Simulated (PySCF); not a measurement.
# Where the electron goes

Compound: hydrogen isocyanide, CHN.
Numbering: `[C-:1]#[NH+:2]` (hydrogens: H3 on N2)

Level of theory: TDDFT wB97X-D/def2-SVPD, vertical, gas phase, core orbitals frozen in the response in PySCF 2.14.0, density-fitted response routines. Geometry: GFN2-xTB; no solvent, vibrations or thermal averaging.

Frontier orbitals with the atoms that hold most of them (Löwdin shares over 4%, at most four atoms; ? is withheld):

```tsv
orbital	ε (eV)	atoms
HOMO-3	-20.79	N2 56%, H3 29%, C1 15%
HOMO-2	-12.95	N2 62%, C1 33%, H3 5%
HOMO-1	-12.95	N2 62%, C1 33%, H3 5%
HOMO	?	C1 83%, N2 16%
LUMO	2.38	C1 58%, N2 36%, H3 6%
LUMO+1	2.38	C1 58%, N2 36%, H3 6%
LUMO+2	2.80	H3 68%, N2 28%, C1 4%
```

(1) What is the HOMO energy, and the HOMO–LUMO gap?

Results:

(1) ε(HOMO) = -11.06 eV; the gap is 13.44 eV (0.4939 hartree).

Within 0.005 eV of a neighbour in this list lie HOMO-2/HOMO-1 and LUMO/LUMO+1 (point group found: C∞v).

Task: The HOMO–LUMO gap is 13.44 eV. Where does the response calculation put the lowest singlet, and from which orbitals?

Result: S1 is at 8.24 eV (f = 0.077), 5.20 eV below the gap, made of HOMO→LUMO/LUMO+1 (98%). S1/S2 lie within about 0.01 eV of each other. Without the coupling terms of the response equations the lowest excitation would equal the gap.

Next come S2 at 8.24 eV (f 0.077), HOMO→LUMO/LUMO+1 (98%); S3 at 8.67 eV (f 0.0000), HOMO-2/HOMO-1→LUMO/LUMO+1 (98%); S4 at 8.98 eV (f 0.0000), HOMO-2/HOMO-1→LUMO/LUMO+1 (99%); S5 at 8.98 eV (f 0.0000), HOMO-2/HOMO-1→LUMO/LUMO+1 (99%).

Orbitals of the list HOMO-3 to LUMO+2 that lie within 0.01 eV of each other are written together with a slash and their weights summed (≥ marks a lower bound); for degenerate orbitals outside that list single weights are arbitrary.

Time: 1.1 s wall. Hardware: one thread, x86-64 server, shared host.
